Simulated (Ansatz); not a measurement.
```yaml
crystal:
  periodic: [false, false, false]
  atoms:
    - {symbol: B, position_ang: [-0.007822, -0.000813, -0.520060]}
    - {symbol: C, position_ang: [0.015749, 0.001691, 1.056493]}
    - {symbol: N, position_ang: [0.033308, 0.003494, 2.220468]}
    - {symbol: H, position_ang: [1.144934, 0.004097, -0.936184]}
    - {symbol: H, position_ang: [-0.597924, 0.999315, -0.911918]}
    - {symbol: H, position_ang: [-0.588254, -1.007794, -0.908800]}
basis:
  gaussian: {orbitals: def2-TZVPP}
total_charge: -1
hamiltonian: {xc: {name: PBE0}, dispersion: d4}
output: {forces: true}
```

```sh
$ ansatz run in.yaml --threads 4 --pin off --events-out ev --progress --plain --max-ram 3916MiB
```

Shortened log:

```
Functional definition: PBE0
681 factors; their error is unknown
mean field evaluation 1: about -3248.9884 eV, gradient 2.2e1 eV
mean field evaluation 2: about -3249.3994 eV, gradient 2.0e1 eV
mean field evaluation 4: about -3250.3837 eV, gradient 2.4e0 eV
mean field evaluation 8: about -3250.3968 eV, gradient 3.9e-2 eV
mean field evaluation 16: about -3250.4047 eV, gradient 2.2e-5 eV
mean field -3250.40472198 eV, -119.4501703293 hartree, gradient 2.2e-5 eV, S^2 0.000000; 0 other end points of the search recorded, 0 dependent functions left out
reference -3250.40475015 eV, -119.4501713645 hartree; 11, 11 occupied and 124, 124 virtual orbitals, 681 factors
Total energy: -3250.47827407 eV, -119.4528733189 hartree
Atom 0 at    -0.007822    -0.000813    -0.520060 Å, force    -0.001011    -0.000168    -0.071529 eV/Å
Atom 1 at     0.015749     0.001691     1.056493 Å, force     0.009692     0.000963     0.630613 eV/Å
Atom 2 at     0.033308     0.003494     2.220468 Å, force    -0.008989    -0.000839    -0.580259 eV/Å
Atom 3 at     1.144934     0.004097    -0.936184 Å, force    -0.008255    -0.000035     0.006981 eV/Å
Atom 4 at    -0.597924     0.999315    -0.911918 Å, force     0.004309    -0.007191     0.007176 eV/Å
Atom 5 at    -0.588254    -1.007794    -0.908800 Å, force     0.004254     0.007270     0.007017 eV/Å
Dipole moment:     0.002940     0.000324     0.198396 e Å
```

Run time 0.8 s (4 threads of Arm Neoverse V1 on a shared host).

The highest occupied level of an anion often lies above zero with these methods, and sets without diffuse functions describe the outer electron poorly.

The dipole of an ion depends on the origin.
